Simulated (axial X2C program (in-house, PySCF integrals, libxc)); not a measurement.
## Potential curves of PS⁻, without spin–orbit coupling

All values were computed with an in-house relativistic program for diatomic molecules. Spin-free means the one-electron spin-free X2C Hamiltonian. Basis: S dyall-av3z [9s8p3d2f], P dyall-av3z [9s8p3d2f] (cores contracted in-house); Gaussian nuclei, density fitting, unrestricted open shells. Masses: S 31.972 u, P 30.974 u.

State: M_S = 1, Λ = 0 (beyond evenly filled blocks: π+α, π-α). Energies in cm⁻¹ from the fragments at the same level (S- + P). Fits are polynomials in 1 − R0/R over 0.85 to 1.23 times the lowest point R0.

```tsv
R (Å)	LDA	PBE0	CCSD	HF
1.7478	-30810	-23475		-8199
1.8282	-35935	-28756	-24062	-13670
1.8885	-38119	-30996	-26461	-15996
1.9487	-39243	-32134	-27732	-17183
2.0090	-39563	-32431	-28144	-17504
2.0793	-39174	-31981	-27811	-17062
2.1496	-38190	-30906	-26846	-15988
2.2400	-36334	-28904	-24985	-14000
2.3505	-33520	-25887		-11085
2.5112	-28969	-21042		-7120
```

Correlated methods: 12 electrons correlated (number of frozen shells: S 2 s, 1 p; P 2 s, 1 p), 198 virtual spin orbitals or spinors in MP2, 90 natural virtuals in coupled cluster.

The state is a single determinant with fixed occupations, the lowest that a limited PBE0 search found. Dissociation energies refer to the lowest single-determinant-based atoms at the same level and basis. CCSD ran in a truncated set of natural virtual spinors with an MP2 remainder; without triples it tends to underbind. PBE0 can misorder states that lie within some tenths of an eV, so this need not be the ground state of the molecule. The nearest other spin-free determinant of the search, M_S = 0, Λ = 2, lies 0.65 eV up at the distance of the search. The functionals have no current-density term, which raises determinants with orbital currents, atoms included. The highest occupied level of some functionals is positive through self-interaction error; at Hartree–Fock it is bound. Hartree–Fock gets electron affinities wrong, so its lowest charge split need not be the true one. Coupled cluster ran on the points near the minimum only. MP2 and coupled cluster on one determinant become unreliable at the stretched end.

(1) What are Re, ωe and De at the LDA level?

(2) Fit the PBE0 curve near its minimum: give the equilibrium distance, the harmonic wavenumber and the well depth.

(3) What are Re, ωe and De at the CCSD level?

(4) Fit the HF curve near its minimum: give the equilibrium distance, the harmonic wavenumber and the well depth.

Results:

(1) At LDA, spin-free: Re = 2.007 Å, ωe ≈ 601 cm⁻¹, De = 4.91 eV to S- + P; Be follows as 0.266 cm⁻¹.

(2) At PBE0, spin-free: Re = 2.004 Å, ωe ≈ 620 cm⁻¹, De = 4.02 eV to S- + P; Be follows as 0.267 cm⁻¹.

(3) At CCSD, spin-free: Re = 2.014 Å, ωe ≈ 611 cm⁻¹, De = 3.49 eV to S- + P; Be follows as 0.264 cm⁻¹.

(4) At HF, spin-free: Re = 2.005 Å, ωe ≈ 626 cm⁻¹, De = 2.17 eV to S- + P; Be follows as 0.266 cm⁻¹.
